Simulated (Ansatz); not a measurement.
CH4Mg (`[CH3][MgH]`) at its PBE0-D4/def2-TZVP geometry, where that method's forces vanish. Total charge 0; spin multiplicity 1.

```xyz
6

C    -0.5706   -0.5192    0.0740
Mg    0.9631    0.8760   -0.1249
H    -1.4268   -0.1096    0.6203
H    -0.2429   -1.4118    0.6172
H    -0.9444   -0.8567   -0.8985
H     2.2217    2.0213   -0.2880
```

(1) What forces (eV/Å) does B3LYP-D4/def2-TZVPP give on these atoms in the Gaussian-basis code of Ansatz? (Estimate.)

Results:

(1) Ansatz gave: 
```
C1  -0.087 -0.079  0.011
Mg2  0.078  0.071 -0.010
H3   0.040 -0.015 -0.024
H4  -0.011  0.041 -0.024
H5   0.019  0.017  0.041
H6  -0.039 -0.036  0.005
```

B3LYP here is the variant with VWN-RPA as its local correlation; programs differ in this.
